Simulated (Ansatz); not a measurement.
Conformers and stereoisomers of `C=CC=CO`, each relaxed with PBE0-D4/def2-TZVP in Ansatz. CBS adds the triple-zeta coupled-cluster correction to the MP2 limit.

Not all of them had a frequency check.

Conformer A:

Z-matrix (Å, degrees):
```
C
C 1 1.334
H 1 1.085 2 121.4
H 1 1.083 2 121.4 3 180.0
C 2 1.442 1 125.0 3 0.0
H 2 1.089 1 118.8 3 -180.0
C 5 1.334 2 122.3 1 180.0
H 5 1.086 2 118.8 1 0.0
O 7 1.353 5 122.2 2 -180.0
H 7 1.088 5 121.3 2 0.0
H 9 0.959 7 109.7 5 180.0
```

Conformer B:

```xyz
11

C    -1.767    0.920   -0.313
C    -0.781    0.064   -0.041
C     0.625    0.382   -0.091
C     1.630   -0.461    0.178
O     1.542   -1.754    0.544
H    -1.559    1.946   -0.599
H    -2.807    0.623   -0.258
H    -1.068   -0.950    0.239
H     0.903    1.392   -0.370
H     2.665   -0.146    0.118
H     0.617   -2.017    0.593
```

(1) Which is lowest in electronic energy at CCSD(T)/CBS (frozen core, def2 sets), and by how much? (An estimate is asked.)

(2) Give the energies relative to B (kJ/mol) with ωB97X-V/def2-TZVPP, B3LYP/def2-TZVPP, HF/def2-TZVPP, MP2/def2-QZVPP, SCS-MP2/def2-QZVPP, CCSD/def2-QZVPP, CCSD(T)/def2-QZVPP. (An estimate is asked.)

## Answers

(1) Ansatz gave: B; A lies 3.2 kJ/mol higher.

(2) The calculation gave: 
```
             level    A
ωB97X-V/def2-TZVPP  2.6
  B3LYP/def2-TZVPP  1.5
     HF/def2-TZVPP  0.8
    MP2/def2-QZVPP  3.6
SCS-MP2/def2-QZVPP  2.7
   CCSD/def2-QZVPP  2.6
CCSD(T)/def2-QZVPP  3.2
```

B3LYP here is the variant with VWN-RPA as its local correlation; programs differ in this.
